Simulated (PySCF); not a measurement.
# A diatomic session: CN

An exercise on one series of results from a longer session: the logs are not shown, and one member is left open.

Computed with PySCF 2.14.0. Level: C def2-TZVPPD, N def2-TZVPPD, no relativity.

Set-up of the first run:

A driver script around PySCF takes these settings:

```yaml
atoms: C, N
charge: 0
basis: C def2-TZVPPD, N def2-TZVPPD
Hamiltonian: no relativity
basis_functions: 74
electrons_treated: 13
masses_in_u: 12.0000, 14.0031
levels: PBE0, PBE, r²SCAN, MN15, TPSS, M06-L, PW91, r²SCAN0, CAM-B3LYP, HF, MP2, SCS-MP2, CCSD, CCSD(T)
grid: 80 radial by 434 angular points
occupations: held fixed by the projection of orbital angular momentum
dissociation_limit: C + N, each in its ground configuration
starting_distance_in_angstrom: 1.365
values_of_2S_to_try: 1, 3, 5
```

Run with:

```console
$ OMP_NUM_THREADS=1 python dia.py task.json out
```

Steps of the session up to this table: The job; PBE0 along the bond; Excited determinants; PBE (GGA); r²SCAN; MN15; TPSS (meta-GGA); M06-L (meta-GGA); PW91; r²SCAN0 (hybrid meta-GGA); CAM-B3LYP (range-separated hybrid); ROHF; Correlated methods on the Hartree–Fock reference.

One of the session's tables, all rows but one given; the rest of the session is left out.

Energy (eV) from each level's lowest point:

```
R (Å)   ROHF  ROHF-MP2  ROHF-SCS-MP2  ROHF-CCSD  ROHF-CCSD(T)
0.999  1.582     2.497         2.440        n/a           n/a
1.046  0.581     1.258         1.210      1.067         1.185
1.092  0.099     0.511         0.474      0.365         0.438
1.127  0.000     0.195         0.168      0.097         0.134
1.162      ?         ?             ?          ?             ?
1.197  0.293     0.000         0.000      0.042         0.003
1.243  0.745     0.089         0.110      0.262         0.170
1.301  1.495     0.339         0.391      0.729         0.567
1.371  2.540     0.741         0.836      1.465         1.215
1.464  3.928     1.779         1.881        n/a           n/a
```

**Question.** Estimate the row for R (Å) = 1.162.

Worked estimate for «ROHF». A straight line through the neighbours (1.127, 0.000) and (1.197, 0.293) gives 0.000 + (0.293 − 0.000) × (1.162 − 1.127) / (1.197 − 1.127) = 0.146; a parabola fitted to 4 rows on both sides gives 0.079.

As computed: ROHF: 0.077; ROHF-MP2: 0.036; ROHF-SCS-MP2: 0.022; ROHF-CCSD: 0.000; ROHF-CCSD(T): 0.000. In «ROHF» the line misses by +0.069 and the parabola by +0.002.
